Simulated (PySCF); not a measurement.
**Property card for 3-butyn-1-ol (`C#CCCO`)**

3-butyn-1-ol, C4H6O.
Geometry (GFN2-xTB, Å), atoms numbered from 1 in this order:
```xyz
11
C4H6O angstrom
C      2.252    0.190    0.157
C      1.180   -0.339    0.102
C     -0.161   -0.885    0.040
C     -1.166    0.203   -0.370
O     -1.259    1.237    0.576
H      3.212    0.610    0.202
H     -0.435   -1.279    1.023
H     -0.190   -1.700   -0.687
H     -0.886    0.606   -1.356
H     -2.168   -0.226   -0.441
H     -0.373    1.586    0.729
```

Some functional groups and rings: alkyne and alcohol.

From GFN2-xTB geometry:

* Point group of the GFN2-xTB geometry: C1
* Rotational constants A, B, C of the GFN2-xTB geometry: 10.616, 3.388, 2.786 GHz

From PBE0/def2-SVPD ground state and vertical TDDFT (core frozen in the response) (PySCF):

- Dipole moment: 1.43 D
- HOMO energy: -7.84 eV
- LUMO energy: 0.53 eV
- HOMO–LUMO gap: 8.37 eV
- Lowest singlet excitation: 6.73 eV (184 nm, f = 0.000)
- Strongest line among the 8 lowest singlet transitions: S7 at 7.82 eV (158 nm, f = 0.045)
- Lowest triplet excitation (Tamm–Dancoff): 5.47 eV
- Static isotropic polarisability: 51.5 au
- Electronic spatial extent ⟨r²⟩ about the centre of nuclear charge: 457 bohr²

PBE0/pcSseg-1 ground state and GIAO shieldings, non-relativistic (PySCF):

- Lowest Hirshfeld atomic charge: -0.23 e on O5
- Highest Hirshfeld atomic charge: +0.15 e on H11
- 13C chemical shifts (computed TMS as zero) by class: 87.7 (C2), 77.1 (C1), 66.2 (C4), 25.7 (C3) ppm
- 1H chemical shifts (computed TMS as zero) by class: 3.91 (H9/H10), 2.44 (H7/H8), 1.48 (H11), 1.46 (H6) ppm
- Isotropic shieldings of nuclei other than C and H, by class: 301 (O5) ppm
- Mayer bond orders between heavy atoms: C1–C2 2.58, C2–C3 1.07, C3–C4 1.03, C4–O5 0.97

**B3LYP/pcJ-1 indirect spin-spin coupling, non-relativistic, gas phase; spin–dipole term left out (PySCF)**

- Largest of the computed one-bond spin–spin couplings (means over like bonds): 13C–1H +262.3 (C1–H6), 13C–13C +193.5 (C1–C2), 13C–1H +150.2 (C4–H9 and 1 like it), 13C–1H +138.1 (C3–H7 and 1 like it), 13C–13C +72.2 (C2–C3), 17O–1H -71.9 (O5–H11), 13C–13C +33.3 (C3–C4), 17O–13C +21.6 (O5–C4) Hz

Monoisotopic mass (most abundant isotopes): 70.0419 u.

The rotational constants make it an asymmetric top with κ = (2B − A − C)/(A − C) = -0.85, nearer the prolate limit (−1). S1 lies 1.64 eV below the HOMO–LUMO gap; its leading configuration is HOMO−1→LUMO, weight 0.28, beside HOMO−1→LUMO+1, weight 0.27. The principal polarisabilities are 42.1, 46.6 and 65.9 au; their mean is the isotropic value. No computed singlet falls in the visible range (750 to 380 nm, 1.65 to 3.26 eV); S1 lies 3.47 eV above its blue end. A dipole of 1.43 D is allowed in C1, and pure rotational transitions are dipole-allowed. The vertical singlet–triplet gap S1 − T1 is 1.26 eV (TDDFT singlet less Tamm–Dancoff triplet). The dipole equals about 4.8 × 10⁻³⁰ C·m (1 D = 3.33564 × 10⁻³⁰ C·m). The polarisability is 7.64 Å³ as a volume (1 au = 0.148185 Å³), or 1.36 au for each of the 38 electrons.

One conformer (not necessarily the lowest) at the GFN2-xTB geometry, without solvent or vibrations. NMR classes are plain means over equivalent atoms (diastereotopic ones count apart unless rotation or inversion swaps them), as if these changed places fast; in this geometry the members of some classes differ.
